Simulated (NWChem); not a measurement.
acetonitrile (C2H3N)

SMILES: CC#N
```xyz
6

C      0.0096    -1.1749     0.0000
C     -0.0023     0.2783     0.0000
N     -0.0118     1.4351     0.0000
H     -0.5029    -1.5596     0.8932
H     -0.5029    -1.5596    -0.8932
H      1.0441    -1.5468     0.0000
```
Charge 0, spin multiplicity 1.

Everything below was run with NWChem. Structure: optimised with PBE0/def2-SVP, a minimum by its harmonic frequencies.

Symmetry labels belong to the abelian group Cs used in the runs, with the axes of the coordinates shown; states degenerate in a higher group split over its labels.

List the lowest 5 singlet excitations that TD-PBE0/def2-SVPD gives, with oscillator strengths.


```csv
state,symmetry,energy (eV),wavelength (nm),f
1,a",7.76,160,0.000
2,a",8.14,152,0.002
3,a',8.14,152,0.002
4,a",8.62,144,0.001
5,a',8.62,144,0.001
```
